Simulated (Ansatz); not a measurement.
hcp Y

Calculation: r²SCAN0 (Ansatz, an electronic-structure program, PAW).

Run with plane-wave cutoff 520 eV, 9×9×6 k mesh (along the axes of the cell as run), Fermi–Dirac smearing 0.05 eV, scalar-relativistic PAW data made under PBE.

Cell (relaxed at this level):

Space group P6₃/mmc (No. 194); a = 3.716 Å, b = 3.716 Å, c = 5.733 Å, α = 90.00°, β = 90.00°, γ = 120.00°

| atom | site | symmetry | x | y | z |
|---|---|---|---|---|---|
| Y | 2c | -6m2 | 0.3333 | 0.6667 | 0.2500 |

```yaml
equilibrium_lattice_constant_a: 3.716 Å
c axis length: 5.733 Å
```

Measured, for comparison: lattice constant a 3.648 Å, lattice parameter c 5.732 Å (293 K, not corrected to a static lattice; as tabulated in Wikipedia's data pages). Computed (rounded) less measured: lattice constant a +1.9 %, lattice parameter c 0.0 %.

The computed numbers hold no vibrational or temperature effects.

It cost very roughly 50 core-minutes of CPU time.
